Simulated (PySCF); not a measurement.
Molecule: `O(C)COCF`, C3H7FO2.

Bonds (- single, = double, # triple, : aromatic): C1-O2, O2-C3, C3-O4, O4-C5, C5-F6. C1 carries H7, H8, H9; C3 carries H10, H11; C5 carries H12, H13.

Frames of a GFN2-xTB Langevin trajectory at 600 K; GIAO PBE0/pcSseg-1 shieldings in PySCF 2.14.0 with density-fitted response routines, gas phase, non-relativistic; equivalent atoms averaged within each frame.

Shifts are taken against calculated references (same method and geometry level): TMS for ¹³C (σref 186.93) and ¹H (σref 31.72); ¹⁷O (σref 336.08) vs H2O; ¹⁹F (σref 170.95) against CFCl3. The references are static minima.

**Question.** How do the shifts (ppm) fluctuate along the trajectory?

**Answer.** 
```
         time (fs)     C5     C3    C1     O4     O2      F6  H12/H13  H10/H11  H7/H8/H9
optimised geometry  101.3   95.6  57.6  112.1   45.7  -188.6     5.65     5.03      3.58
               250  114.9  113.2  62.5  135.7   84.7  -153.9     6.37     6.10      3.93
               425  103.9  128.9  67.7  151.6  104.7  -175.5     4.89     6.20      4.87
               625  108.1  101.1  69.7  127.7   63.8  -163.6     6.67     5.48      4.29
               800  100.5   92.1  62.5  105.2   53.1  -193.2     6.97     5.23      4.49
              1000  110.2  107.4  58.0  150.9   62.6  -163.5     7.43     6.52      4.05
    mean of frames  107.5  108.5  64.1  134.2   73.8  -169.9     6.47     5.91      4.33
standard deviation    5.6   13.8   4.6   19.2   20.8    15.1     0.96     0.54      0.38
```

5 frames give an uncertainty of the mean of about the standard deviation over 2.2 at best, since frames this close in time may not be independent; classical motion lacks zero-point vibration, and the reference would need the same averaging.
